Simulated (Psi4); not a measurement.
# One shape, several levels: HOF (hypofluorous acid)

We compute a comparison of 4 runs (M06-2X/aug-cc-pVTZ, M06-L/aug-cc-pVTZ, PBE0/aug-cc-pVTZ, revPBE/aug-cc-pVTZ) of HOF (hypofluorous acid). 

The results are computed with Psi4 1.11.

## (1) The molecule

The species is HOF (3 atoms), meant as a singlet with charge 0. SMILES: `OF`. One bond was lengthened or shortened from a relaxed shape.

Bond lengths: O1–F2 1.406 Å, O1–H3 1.115 Å. Angles: F2–O1–H3 99.1°.

## (2) Energy and forces at M06-2X/aug-cc-pVTZ (run 1)

Contents of calc.py:

```python
import psi4

psi4.set_memory('1600 MB')
psi4.set_num_threads(1)
psi4.set_output_file('fho.out', False)

molecule = psi4.geometry("""
O      0.526465    -0.121265     0.279571
F     -0.126035     1.103695     0.052261
H     -0.208690    -0.804280    -0.205350
symmetry c1
no_reorient
no_com
""")

psi4.set_options({
    'puream': True,
    'e_convergence': 1e-09,
    'd_convergence': 1e-08,
    'scf_type': 'pk',
    'dft_radial_points': 99,
    'dft_spherical_points': 590,
})

energy_value, wavefunction = psi4.gradient('m06-2x/aug-cc-pVTZ', molecule=molecule, return_wfn=True)
psi4.oeprop(wavefunction, 'DIPOLE', 'LOWDIN_CHARGES', 'QUADRUPOLE')
print('gradient / Eh bohr^-1')
print(energy_value.np.round(6))
print(f'energy = {wavefunction.energy():.10f} Eh')
```

On the command line:

```
python calc.py
```

fho.out:

```text
[...]
  Running in c1 symmetry.
[...]
  Nuclear repulsion =   33.360956473488514
[...]
  Multiplicity = 1
[...]
  Nalpha       = 9
  Nbeta        = 9
[...]
    Number of basis functions: 115
[...]
   @RKS iter   1:  -175.49687929978120   -5.15443e-01   2.61570e-03 ADIIS/DIIS
[...]
   @RKS iter  11:  -175.53014662694204   -8.49809e-12   3.90128e-09 DIIS
[...]
    Orbital Energies [Eh]
    ---------------------
    Doubly Occupied:
       1A    -25.293349     2A    -19.752475     3A     -1.406300
       4A     -1.077225     5A     -0.642919     6A     -0.594580
       7A     -0.587511     8A     -0.472821     9A     -0.411835
[...]
  @RKS Final Energy:  -175.53014662694204
   => Energetics <=
    Nuclear Repulsion Energy =             33.3609564734885140
    One-Electron Energy =                -309.6815606995944563
    Two-Electron Energy =                 110.0193214773191102
    DFT Exchange-Correlation Energy =      -9.2288638781552077
    Empirical Dispersion Energy =           0.0000000000000000
    VV10 Nonlocal Energy =                  0.0000000000000000
    Total Energy =                       -175.5301466269420416
[...]
  -Total Gradient:
     Atom            X                  Y                   Z
    ------   -----------------  -----------------  -----------------
       1        0.061300140399     0.051362219668     0.039814637319
       2       -0.002045251760     0.002779765738    -0.000830044722
       3       -0.059265477385    -0.054119303209    -0.038987970438
[...]
 Multipole Moments:
 ------------------------------------------------------------------------------------
     Multipole            Electronic (a.u.)      Nuclear  (a.u.)        Total (a.u.)
 ------------------------------------------------------------------------------------
 L = 1.  Multiply by 2.5417464519 to convert [e a0] to [Debye]
 Dipole X            :         -5.7940989            5.4210857           -0.3730132
 Dipole Y            :        -16.1041913           15.4180014           -0.6861899
 Dipole Z            :         -5.0109900            4.7272765           -0.2837135
 Magnitude           :                                                    0.8309565
 L = 2.  Multiply by 1.3450342976 to convert [e a0^2] to [Debye ang]
 Quadrupole XX       :        -16.9563779            8.5842616           -8.3721163
 Quadrupole XY       :          6.1487176           -5.6952300            0.4534876
[...]
```

On the terminal:

```text
gradient / Eh bohr^-1
[[ 0.0613    0.051362  0.039815]
 [-0.002045  0.00278  -0.00083 ]
 [-0.059265 -0.054119 -0.038988]]
energy = -175.5301466269 Eh
```

Wall time 56 s (1 thread of Intel Xeon Platinum 8259CL at 2.50GHz (Skylake/Cascade Lake), shared host); peak memory 0.68 GiB.

## (3) Energy and gradient at M06-L/aug-cc-pVTZ (run 2)

Contents of input.json:

```json
{
  "schema_name": "qcschema_input",
  "schema_version": 1,
  "molecule": {
    "schema_name": "qcschema_molecule",
    "schema_version": 2,
    "symbols": ["O", "F", "H"],
    "geometry": [0.99487466, -0.22915764, 0.52831262, -0.23817163, 2.08568128, 0.09875898, -0.39436694, -1.51986893, -0.38805526],
    "molecular_charge": 0,
    "molecular_multiplicity": 1,
    "fix_symmetry": "c1",
    "fix_com": true,
    "fix_orientation": true
  },
  "driver": "gradient",
  "model": {
    "method": "m06-l",
    "basis": "aug-cc-pVTZ"
  },
  "keywords": {
    "puream": true,
    "e_convergence": 1e-09,
    "d_convergence": 1e-08,
    "scf_type": "pk",
    "dft_radial_points": 99,
    "dft_spherical_points": 590,
    "scf_properties": ["MULLIKEN_CHARGES", "QUADRUPOLE", "MAYER_INDICES"]
  }
}
```

On the command line:

```
psi4 --qcschema input.json -n 1 --memory 1600MB
```

stdout:

```text
[...]
  Running in c1 symmetry.
[...]
  Nuclear repulsion =   33.360956476562173
[...]
  Multiplicity = 1
[...]
  Nalpha       = 9
  Nbeta        = 9
[...]
    Number of basis functions: 115
[...]
   @RKS iter   1:  -175.50129355113793   -3.43182e-01   3.51913e-03 ADIIS/DIIS
[...]
   @RKS iter  11:  -175.55948416940637   -9.37916e-13   2.54576e-09 DIIS
[...]
    Orbital Energies [Eh]
    ---------------------
    Doubly Occupied:
       1A    -24.547677     2A    -19.090574     3A     -1.224675
       4A     -0.921326     5A     -0.525221     6A     -0.462162
       7A     -0.427299     8A     -0.338491     9A     -0.270184
[...]
  @RKS Final Energy:  -175.55948416940637
   => Energetics <=
    Nuclear Repulsion Energy =             33.3609564765621727
    One-Electron Energy =                -309.7992707338883065
    Two-Electron Energy =                 120.1116024781601226
    DFT Exchange-Correlation Energy =     -19.2327723902403989
    Empirical Dispersion Energy =           0.0000000000000000
    VV10 Nonlocal Energy =                  0.0000000000000000
    Total Energy =                       -175.5594841694063746
[...]
 Multipole Moments:
 ------------------------------------------------------------------------------------
     Multipole            Electronic (a.u.)      Nuclear  (a.u.)        Total (a.u.)
 ------------------------------------------------------------------------------------
 L = 1.  Multiply by 2.5417464519 to convert [e a0] to [Debye]
 Dipole X            :         -5.7660027            5.4210857           -0.3449170
 Dipole Y            :        -16.0552239           15.4180015           -0.6372224
 Dipole Z            :         -4.9899215            4.7272765           -0.2626450
 Magnitude           :                                                    0.7707156
 L = 2.  Multiply by 1.3450342976 to convert [e a0^2] to [Debye ang]
 Quadrupole XX       :        -16.8325237            8.5842615           -8.2482621
 Quadrupole XY       :          6.0797418           -5.6952300            0.3845118
[...]
  Mulliken Charges: (a.u.)
   Center  Symbol    Alpha    Beta     Spin     Total
       1     O     4.18435  4.18435  0.00000 -0.36870
       2     F     4.56278  4.56278  0.00000 -0.12556
       3     H     0.25287  0.25287  0.00000  0.49426
   Total alpha =  9.00000, Total beta =  9.00000, Total charge =  0.00000
  Mayer Bond Indices:
[...]
  -Total Gradient:
     Atom            X                  Y                   Z
    ------   -----------------  -----------------  -----------------
       1        0.049370080090     0.065480852980     0.034740495562
       2        0.006926633681    -0.014788954798     0.002215008511
       3       -0.056288062266    -0.050697029499    -0.036951257945
[...]
```

The result, in JSON:

```text
{
 "driver": "gradient",
 "model": {
  "method": "m06-l",
  "basis": "aug-cc-pVTZ"
 },
 "success": true,
 "return_result": [0.0493700800904025, 0.06548085298037823, 0.034740495562095464, 0.006926633680841718, -0.014788954798011483, 0.002215008511291087, -0.056288062265728495, -0.05069702949858823, -0.03695125794504886],
 "properties": {
  "calcinfo_nbasis": 115,
  "calcinfo_nmo": 115,
  "calcinfo_nalpha": 9,
  "calcinfo_nbeta": 9,
  "calcinfo_natom": 3,
  "nuclear_repulsion_energy": 33.36095647656217,
  "return_energy": -175.55948416940637,
  "return_gradient": [0.0493700800904025, 0.06548085298037823, 0.034740495562095464, 0.006926633680841718, -0.014788954798011483, 0.002215008511291087, -0.056288062265728495, -0.05069702949858823, -0.03695125794504886],
  "scf_one_electron_energy": -309.7992707338883,
  "scf_two_electron_energy": 120.11160247816012,
  "scf_xc_energy": -19.2327723902404,
  "scf_dipole_moment": [-0.344916986385293, -0.6372224458641167, -0.2626449501185455],
  "scf_total_energy": -175.55948416940637,
  "scf_total_gradient": [0.0493700800904025, 0.06548085298037823, 0.034740495562095464, 0.006926633680841718, -0.014788954798011483, 0.002215008511291087, -0.056288062265728495, -0.05069702949858823, -0.03695125794504886],
  "scf_iterations": 11
 }
}
```

Run time: 74 s. Hardware: 1 thread of Intel Xeon Platinum 8259CL at 2.50GHz (Skylake/Cascade Lake), shared host; peak memory 0.68 GiB.

## (4) The energy at PBE0/aug-cc-pVTZ (run 3)

Contents of fho.py:

```python
import psi4

psi4.set_memory(1600000000)
psi4.set_num_threads(1)
psi4.set_output_file('fho.out', False)

m = psi4.geometry("""
0 1
O      0.99487466    -0.22915764     0.52831262
F     -0.23817163     2.08568128     0.09875898
H     -0.39436694    -1.51986893    -0.38805526
units bohr
symmetry c1
""")

psi4.set_options({
    'basis': 'aug-cc-pVTZ',
    'puream': True,
    'e_convergence': 1e-09,
    'd_convergence': 1e-08,
    'scf_type': 'pk',
    'dft_radial_points': 99,
    'dft_spherical_points': 590,
})

result, w = psi4.energy("pbe0", return_wfn=True)
psi4.oeprop(w, "MAYER_INDICES", "MULLIKEN_CHARGES", "DIPOLE")
print('E =', round(result, 9))
```

On the command line:

```
python fho.py
```

fho.out:

```text
[...]
  Running in c1 symmetry.
[...]
  Nuclear repulsion =   33.360956476562180
[...]
  Multiplicity = 1
[...]
  Nalpha       = 9
  Nbeta        = 9
[...]
    Number of basis functions: 115
[...]
   @RKS iter   1:  -175.37540851463686   -4.05295e-01   3.10962e-03 ADIIS/DIIS
[...]
   @RKS iter   9:  -175.42082014559938   -3.35376e-11   9.44848e-09 DIIS
[...]
    Orbital Energies [Eh]
    ---------------------
    Doubly Occupied:
       1A    -24.820300     2A    -19.332570     3A     -1.291679
       4A     -0.979402     5A     -0.578870     6A     -0.522756
       7A     -0.499064     8A     -0.398883     9A     -0.334533
[...]
  @RKS Final Energy:  -175.42082014559938
   => Energetics <=
    Nuclear Repulsion Energy =             33.3609564765621798
    One-Electron Energy =                -309.7379146091326447
    Two-Electron Energy =                 115.4206303225918333
    DFT Exchange-Correlation Energy =     -14.4644923356207489
    Empirical Dispersion Energy =           0.0000000000000000
    VV10 Nonlocal Energy =                  0.0000000000000000
    Total Energy =                       -175.4208201455993787
[...]
 Multipole Moments:
 ------------------------------------------------------------------------------------
     Multipole            Electronic (a.u.)      Nuclear  (a.u.)        Total (a.u.)
 ------------------------------------------------------------------------------------
 L = 1.  Multiply by 2.5417464519 to convert [e a0] to [Debye]
 Dipole X            :         -0.2684918           -0.1815633           -0.4500551
 Dipole Y            :          1.1422947           -1.8036094           -0.6613146
 Dipole Z            :          0.0000000           -0.0000000            0.0000000
 Magnitude           :                                                    0.7999291
[...]
  Mulliken Charges: (a.u.)
   Center  Symbol    Alpha    Beta     Spin     Total
       1     O     4.08308  4.08308  0.00000 -0.16617
       2     F     4.58534  4.58534  0.00000 -0.17068
       3     H     0.33158  0.33158  0.00000  0.33685
   Total alpha =  9.00000, Total beta =  9.00000, Total charge =  0.00000
  Mayer Bond Indices:
[...]
```

The script printed:

```text
E = -175.420820146
```

It took 21 s on 1 thread of Intel Xeon Platinum 8259CL at 2.50GHz (Skylake/Cascade Lake), shared host; peak memory 0.68 GiB.

## (5) Energy and gradient at revPBE/aug-cc-pVTZ (run 4)

Contents of fho.xyz:

```xyz
3
FHO
O      0.526465    -0.121265     0.279571
F     -0.126035     1.103695     0.052261
H     -0.208690    -0.804280    -0.205350
```

Contents of calc.py:

```python
import psi4

psi4.set_memory('1600 MB')
psi4.set_num_threads(1)
psi4.set_output_file('output.dat', False)

with open('fho.xyz') as f:
    atoms = ''.join(f.readlines()[2:])
molecule = psi4.geometry('0 1\n' + atoms + 'symmetry c1')

psi4.set_options({
    'basis': 'aug-cc-pVTZ',
    'puream': True,
    'e_convergence': 1e-09,
    'd_convergence': 1e-08,
    'scf_type': 'pk',
    'dft_radial_points': 99,
    'dft_spherical_points': 590,
})

e = psi4.gradient("revpbe")
print('gradient / Eh bohr^-1')
print(e.np.round(6))
for k, v in sorted(psi4.core.scalar_variables().items()):
    print(f'{k:45s} {v:18.10f}')
```

On the command line:

```
python calc.py
```

output.dat:

```text
[...]
  Running in c1 symmetry.
[...]
  Nuclear repulsion =   33.360956473488521
[...]
  Multiplicity = 1
[...]
  Nalpha       = 9
  Nbeta        = 9
[...]
    Number of basis functions: 115
[...]
   @RKS iter   1:  -175.47971378407121   -2.71011e-01   3.94556e-03 DIIS/ADIIS
[...]
   @RKS iter  10:  -175.55150057354359   -3.01270e-12   4.53916e-09 DIIS
[...]
    Orbital Energies [Eh]
    ---------------------
    Doubly Occupied:
       1A    -24.317220     2A    -18.883075     3A     -1.160159
       4A     -0.868087     5A     -0.514412     6A     -0.448150
       7A     -0.410970     8A     -0.323233     9A     -0.256942
[...]
  @RKS Final Energy:  -175.55150057354359
   => Energetics <=
    Nuclear Repulsion Energy =             33.3609564734885211
    One-Electron Energy =                -309.6508826960680949
    Two-Electron Energy =                 119.9313492175658666
    DFT Exchange-Correlation Energy =     -19.1929235685298529
    Empirical Dispersion Energy =           0.0000000000000000
    VV10 Nonlocal Energy =                  0.0000000000000000
    Total Energy =                       -175.5515005735435921
[...]
 Multipole Moments:
 ------------------------------------------------------------------------------------
     Multipole            Electronic (a.u.)      Nuclear  (a.u.)        Total (a.u.)
 ------------------------------------------------------------------------------------
 L = 1.  Multiply by 2.5417464519 to convert [e a0] to [Debye]
 Dipole X            :         -0.2448825           -0.1815633           -0.4264459
 Dipole Y            :          1.1945687           -1.8036094           -0.6090406
 Dipole Z            :          0.0000000            0.0000000            0.0000000
 Magnitude           :                                                    0.7434962
[...]
  -Total Gradient:
     Atom            X                  Y                   Z
    ------   -----------------  -----------------  -----------------
       1        0.046750721587     0.070671930840     0.000000000000
       2        0.012937711686    -0.026246615294     0.000000000000
       3       -0.059687481087    -0.044424034059     0.000000000000
[...]
```

On the terminal:

```text
gradient / Eh bohr^-1
[[ 0.046751  0.070672  0.      ]
 [ 0.012938 -0.026247  0.      ]
 [-0.059687 -0.044424  0.      ]]
CURRENT ENERGY                                   -175.5515005735
CURRENT REFERENCE ENERGY                         -175.5515005735
DD SOLVATION ENERGY                                 0.0000000000
DFT FUNCTIONAL TOTAL ENERGY                      -175.5515005735
DFT TOTAL ENERGY                                 -175.5515005735
DFT VV10 ENERGY                                     0.0000000000
DFT XC ENERGY                                     -19.1929235685
GRID ELECTRONS ALPHA                                9.0000000048
GRID ELECTRONS BETA                                 9.0000000048
GRID ELECTRONS TOTAL                               18.0000000096
NUCLEAR REPULSION ENERGY                           33.3609564735
ONE-ELECTRON ENERGY                              -309.6508826961
PCM POLARIZATION ENERGY                             0.0000000000
PE ENERGY                                           0.0000000000
SCF ITERATION ENERGY                             -175.5515005735
SCF ITERATIONS                                     10.0000000000
SCF TOTAL ENERGY                                 -175.5515005735
TWO-ELECTRON ENERGY                               119.9313492176
XC GRID RADIAL POINTS                              99.0000000000
XC GRID SPHERICAL POINTS                          590.0000000000
XC GRID TOTAL POINTS                           172050.0000000000
```

Run time: 35 s. Hardware: 1 thread of Intel Xeon Platinum 8259CL at 2.50GHz (Skylake/Cascade Lake), shared host; peak memory 0.68 GiB.

## (6) The series

```csv
run,level,task,energy (Eh),dipole moment (D),HOMO energy (eV),LUMO energy (eV),wall time
1,M06-2X/aug-cc-pVTZ,gradient,-175.530147,2.11,-11.21,-0.60,56 s
2,M06-L/aug-cc-pVTZ,gradient,-175.559484,1.96,-7.35,-2.14,74 s
3,PBE0/aug-cc-pVTZ,energy,-175.420820,2.03,-9.10,-1.20,21 s
4,revPBE/aug-cc-pVTZ,gradient,-175.551501,1.89,-6.99,-2.67,35 s
```

## (7) What came out

| quantity | value |
| --- | --- |
| run 4: total energy | -175.55150 Eh |
| run 4: dipole moment | 1.89 D |
| run 4: HOMO energy | -6.99 eV |
| run 4: LUMO energy | -2.67 eV |
| run 4: HOMO–LUMO gap | 4.33 eV |
| run 4: largest force on an atom | 4.357 eV/Å |

In words: The dipole moment (its size) runs from 1.89 D (revPBE/aug-cc-pVTZ) to 2.11 D (M06-2X/aug-cc-pVTZ). The HOMO–LUMO gap runs from 4.33 eV (revPBE/aug-cc-pVTZ) to 10.61 eV (M06-2X/aug-cc-pVTZ). Totals of different functionals can't be ranked against each other. All runs together took 3.1 min, the longest 74 s.
